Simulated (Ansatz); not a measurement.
A nudged elastic band was laid between two geometries of ClH3Si + FH (7 atoms, charge 0, multiplicity 1).

Level of theory: RKS PBE0-D4/def2-SVP (Ansatz 0.2.0).

```
movable images  : 7
climbing image  : yes
spring          : 5.0 eV/Å²
optimiser       : quadratic models (default)
start path      : through a guess of the saddle point
force threshold : 0.03 eV/Å
iteration limit : 60
end points      : relaxed
```

First end point:

```xyz
7
Properties=species:S:1:pos:R:3
Si 0.270 0.000 -0.044
Cl 0.251 0.000 2.054
H 1.704 0.000 -0.441
H -0.404 1.234 -0.518
H -0.404 -1.234 -0.518
F -2.592 0.000 1.050
H -1.970 0.000 1.739
```

Last end point:

```xyz
7
Properties=species:S:1:pos:R:3
Si -0.320 0.000 -0.544
Cl -0.268 0.000 3.438
H 0.952 0.000 0.225
H -0.453 1.225 -1.375
H -0.453 -1.225 -1.375
F -1.551 0.000 0.543
H -1.053 0.000 2.411
```

Question: What changes between the two ends?

Answer: Bonds broken: Si1–Cl2, F6–H7. Bonds formed: Si1–F6, Cl2–H7. ClH3Si + FH becomes ClH + FH3Si.

Question: Give the energies along the band, and the barrier.

Answer: The run converged. The highest image is number 4 of 0 to 8, 1.14 eV above the first end and 1.36 eV above the last; the last end lies 0.22 eV below the first. A vibrational analysis at the climbing image gives 2 clearly imaginary modes (570i, 162i cm⁻¹): a point of higher order, so a lower path passes nearby. The orbitals stay closed-shell, which can raise the energy where a bond breaks towards radicals; this wasn't checked here.

```tsv
image	path coordinate (Å)	energy (eV)	Si1–Cl2 (Å)	F6–H7 (Å)	Si1–F6 (Å)
0	0.00	0.00	2.10	0.93	3.06
1	0.37	0.07	2.12	0.94	2.71
2	0.74	0.35	2.17	0.95	2.38
3	1.10	0.81	2.31	1.00	2.09
4	1.47	1.14	2.53	1.16	1.87
5	1.92	0.68	2.86	1.45	1.72
6	2.36	0.12	3.22	1.63	1.66
7	2.80	-0.17	3.59	1.80	1.65
8	3.25	-0.22	3.98	1.93	1.64
```

Question: What is the geometry of the highest image?

Answer: 
```xyz
7
Properties=species:S:1:pos:R:3
Si -0.199 0.000 -0.092
Cl 0.058 0.000 2.428
H 1.290 0.000 -0.011
H -0.556 1.263 -0.789
H -0.556 -1.263 -0.789
F -1.857 0.000 0.775
H -1.326 0.000 1.801
```

The band took 11 iterations and about 2.8 core-minutes.

The run took 2.8 min on 1 thread of Arm Neoverse V2, with other jobs on the host, peak memory 0.13 GiB.
